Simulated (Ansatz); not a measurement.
System: C3H5O, charge 0, doublet. C3H5O (SMILES CC(=O)[CH2], doublet).
B3LYP-D3(BJ)/def2-TZVP minimum from Ansatz (an electronic-structure program):
```xyz
9

O     -0.3046     0.1976     1.3189
C     -0.0324     0.0695     0.1240
C      0.0638     1.2218    -0.7254
C      0.2080    -1.2952    -0.4880
H      0.1077    -2.0611     0.2771
H     -0.1067     2.1992    -0.2960
H      0.3011     1.1392    -1.7780
H      1.2069    -1.3481    -0.9274
H     -0.5087    -1.4869    -1.2902
```
Charge 0, spin multiplicity 2.

Total energies in cc-pVDZ, 23 correlated electrons, 4 frozen orbitals. Radicals and triplets start from unrestricted determinants; spin-orbit coupling is neglected. Cores are frozen in correlated methods. No relativity. The UHF reference of C3H5O ([CH2]C(C)=O, doublet) is spin-contaminated (<S^2> up to 0.16 over the pure value in the sets run).

| method | program | energy (Eh) | minus CCSDT(Q) (mEh) |
|---|---|---|---|
| HF | Ansatz | -191.35898 | 622.93 |
| MP2 | Ansatz | -191.90893 | 72.98 |
| CCSD | Ansatz | -191.96050 | 21.40 |
| CCSD(T) | Ansatz | -191.97887 | 3.04 |
| CCSDT(Q) | Ansatz | -191.98191 | 0.00 |

Rough core times of Ansatz's runs on a shared machine: CCSD(T) 40 s, CCSDT(Q) 3 h.
